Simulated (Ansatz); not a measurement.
## K₂F: from a trial structure to a relaxed crystal

Theory: DFT PBE, scalar-relativistic, plane waves, PAW (Ansatz). Cutoff 420 eV, Γ-centred k mesh, Gaussian smearing, no spin polarisation in the final step.

K₂F was placed on the sites of a reported Li2Pt cell (P6/mmm, No. 191), with F in place of Pt, K in place of Li, at a guessed volume.

```
K F
1.0
     5.36118    0.00000    0.00000
    -2.68059    4.64292    0.00000
     0.00000    0.00000    3.40805
K F
2 1
Direct
  0.33333 0.66667 0.50000
  0.66667 0.33333 0.50000
  0.00000 0.00000 0.00000
```

Cell and atoms relax at zero pressure; the relaxation can't lower the symmetry of the start.

Energies over the elements count from the elements' standard structures at the same level (F₂ as a molecule), with no empirical corrections.

Problem. What does it relax into?

Solution. It keeps P6/mmm (No. 191). Conventional cell: a = 5.669 Å, c = 3.931 Å. K has 3 K at 3.27 Å, 6 F at 3.82 Å and 2 K at 3.93 Å; F has 12 K at 3.82 Å and 2 F at 3.93 Å.

```
K F
1.0
     5.66910    0.00000    0.00000
    -2.83455    4.90958    0.00000
     0.00000    0.00000    3.93093
K F
2 1
Direct
  0.33333 0.66667 0.50000
  0.66667 0.33333 0.50000
  0.00000 0.00000 0.00000
```

Problem. What are its volume, energy, density and gap?

Solution. The volume per atom is 36.5 Å³, the density is 1.5 g/cm³ and the energy over the elements is -0.92 eV/atom. The gap on the 12×12×12 mesh is 0 eV (a metal).

The final run used a 12×12×12 mesh on its 3-atom cell and 0.10 eV smearing. For metals, differences of a few meV/atom aren't resolved. Weakly bound directions are ill-defined at this level, which has no dispersion term. Symmetry constrained the relaxation, so the result can be a saddle point.

Cost: 3 runs of about 2.8 core-minutes in all, on Arm Neoverse V2 (shared hosts).